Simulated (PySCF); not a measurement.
Input for PySCF: R-MP2/6-31G* on C2H2 (SMILES C#C) with ghost functions.

```python
from pyscf import gto, scf, dft, mp
from pyscf.data.elements import chemcore

mol = gto.M(
    atom='''
    C     0.00000000    0.00000000    2.90050300
    C     0.00000000    0.00000000    1.69324000
    H     0.00000000    0.00000000    0.62735200
    H     0.00000000    0.00000000    3.96392900
    ghost-C    0.00000000   -0.66757800   -2.12465900
    ghost-C    0.00000000    0.66757800   -2.12465900
    ghost-H    0.92362100   -1.23225300   -2.12618500
    ghost-H   -0.92362100   -1.23225300   -2.12618500
    ghost-H   -0.92362100    1.23225300   -2.12618500
    ghost-H    0.92362100    1.23225300   -2.12618500
    ''',
    basis='6-31g*',
    cart=True,
    charge=0, spin=0, verbose=3, max_memory=1800)
mf = scf.RHF(mol)
mf.conv_tol = 1e-8
mf.max_cycle = 100
mf.kernel()
if not mf.converged:
    mf = mf.newton().run(mf.mo_coeff, mf.mo_occ)
pt = mp.MP2(mf, frozen=chemcore(mol)).run()
```

The log:

```
converged SCF energy = -76.8167422363072
E(RMP2) = -77.0667620329998  E_corr = -0.250019796692684
E(SCS-RMP2) = -77.064158771082  E_corr = -0.247416534774864
```

The calculation finished and met its thresholds.

Cost: roughly 0.9 core-seconds.
